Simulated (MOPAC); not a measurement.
MOPAC input (PM7):

```
PM7 PRECISE GNORM=0.05 LET XYZ GEO-OK AUX(PRECISION=9) THREADS=1
CH3NO

N    -1.06982458 1    0.19432482 1    0.10751560 1
C     0.27236484 1    0.31364904 1   -0.04785169 1
O     1.05073958 1   -0.61125119 1   -0.08188812 1
H    -1.47667231 1   -0.72197082 1    0.20424856 1
H    -1.66665177 1    1.00198023 1    0.12805939 1
H     0.59199050 1    1.36783209 1   -0.14270206 1
```

From the last part of the output:

```
                                                       MOPAC v23.2.5 Linux

          FINAL HEAT OF FORMATION =        -44.09861 KCAL/MOL =    -184.50860 KJ/MOL

          COSMO AREA              =         75.38 SQUARE ANGSTROMS
          COSMO VOLUME            =         56.40 CUBIC ANGSTROMS

          GRADIENT NORM           =          0.03318          =       0.01354 PER ATOM
          IONIZATION POTENTIAL    =         10.481046 EV
          HOMO LUMO ENERGIES (EV) =        -10.481  1.135
          NO. OF FILLED LEVELS    =          9
          MOLECULAR WEIGHT        =         45.0408         POINT GROUP:  Cs

          MOLECULAR DIMENSIONS (Angstroms)

            Atom       Atom       Distance
            H     5    O     3     3.15366
            H     6    H     4     2.90073
            O     3    N     1     0.00000

          SCF CALCULATIONS        =         18

   ATOM   CHEMICAL          X               Y               Z
  NUMBER   SYMBOL      (ANGSTROMS)     (ANGSTROMS)     (ANGSTROMS)

     1       N         -1.06908901  *   0.18378890  *   0.10802835  *
     2       C          0.29504504  *   0.35141999  *  -0.05249357  *
     3       O          1.02065436  *  -0.61957214  *  -0.07808712  *
     4       H         -1.45479055  *  -0.73474008  *   0.20254548  *
     5       H         -1.71143375  *   0.94094670  *   0.13646086  *
     6       H          0.65372082  *   1.38367544  *  -0.15043178  *

                             CARTESIAN COORDINATES

   1    N       -1.069089008     0.183788898     0.108028350
   2    C        0.295045041     0.351419985    -0.052493574
   3    O        1.020654364    -0.619572140    -0.078087115
   4    H       -1.454790553    -0.734740078     0.202545478
   5    H       -1.711433754     0.940946703     0.136460859
   6    H        0.653720818     1.383675438    -0.150431780

           Empirical Formula: C H3 N O  =     6 atoms

      MOLECULAR POINT GROUP   :   Cs

                  EIGENVALUES
 -37.13837 -30.20149 -22.51022 -18.73161 -16.70276 -14.48753 -14.18807 -10.70063
 -10.48105   1.13481   2.50531   4.48080   4.95490   5.74603   6.66325

              NET ATOMIC CHARGES AND DIPOLE CONTRIBUTIONS

  ATOM NO.   TYPE          CHARGE      No. of ELECS.   s-Pop       p-Pop
    1          N          -0.700058        5.7001     1.54306     4.15700
    2          C           0.479743        3.5203     1.10922     2.41104
    3          O          -0.516060        6.5161     1.87998     4.63608
    4          H           0.308669        0.6913     0.69133
    5          H           0.299366        0.7006     0.70063
    6          H           0.128340        0.8717     0.87166
 DIPOLE           X         Y         Z       TOTAL
 POINT-CHG.    -2.470     2.844     0.113     3.769
 HYBRID        -0.484    -0.289     0.070     0.568
 SUM           -2.954     2.555     0.183     3.910

          ATOMIC ORBITAL ELECTRON POPULATIONS

     Atom    s        px        py        pz
    1  N   1.54306   1.17908   1.21855   1.75937
    2  C   1.10922   0.75657   0.93301   0.72145
    3  O   1.87998   1.62537   1.49374   1.51697
    4  H   0.69133
    5  H   0.70063
    6  H   0.87166

 **********************
 *                    *
 * JOB ENDED NORMALLY *
 *                    *
 **********************

 == MOPAC DONE ==
```
